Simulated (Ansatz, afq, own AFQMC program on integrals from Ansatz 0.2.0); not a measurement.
## Where AFQMC and coupled cluster stand for LiPH2, triplet

| atom | x (Å) | y (Å) | z (Å) |
| --- | --- | --- | --- |
| P | 0.0000 | 0.0069 | 0.4312 |
| Li | 0.0000 | -0.0215 | -2.6352 |
| H | 0.0000 | 1.2932 | 4.0663 |
| H | 0.0000 | -1.3565 | 0.8290 |

Connectivity, by distances: PH ··· Li ··· H.

Basis cc-pVDZ. Only valence electrons are correlated. AFQMC by an in-house program on the Cholesky factors that Ansatz 0.2.0 writes for its CCSD(T) run. ph-AFQMC/CISD is guided by a CISD state made of CCSD amplitudes; releasing the constraint for a short imaginary time cuts its bias at the price of noise, slowly where states lie close. ± is one standard error of the sampling.

Determinant: ROHF, the one that the program's search chose, which needn't be the lowest solution. The geometry is a point of a scan.

No full CI on the walks' own integrals is used here; CCSDT(Q) serves as the reference and is uncertain by about the last step of the cluster series.

Cautions: lower spins were not checked; higher spins were not checked; a spin-contaminated unrestricted determinant lies lower (UHF 245 meV lower, ⟨S²⟩ 2.52).

* T1 diagnostic: 0.0339
* weight of the determinant in the CISD state: 0.888
* size of the correlated space: 8 electrons in 36 orbitals

Reference: CCSDT(Q), correlation energy -3.919 eV. The released energy is read at 2.40 1/Eh (meV from the phaseless value at times in 1/Eh: -20 ± 13 at 0.24, -20 ± 15 at 0.51, -34 ± 14 at 0.99, -39 ± 21 at 1.62, -24 ± 13 at 2.40).

| level | E − E(reference) (kcal/mol) | share of correlation (%) |
| --- | --- | --- |
| HF | 90.37 | 0.00 |
| MP2 | 18.38 | 79.66 |
| CCSD | 3.60 | 96.01 |
| CCSD(T) | 0.86 | 99.05 |
| CCSDT | 0.20 | 99.78 |
| ph-AFQMC/CISD | 0.29 ± 0.25 | 99.68 |
| released AFQMC | -0.27 ± 0.30 | 100.29 |

A walk keeps the symmetry of its determinant, which the program's search chose and which needn't be the lowest solution, so a lower state of the same spin and another symmetry isn't excluded. Released energies are given only where the last usable release times agree within the noise; a slower fall can still hide under it.
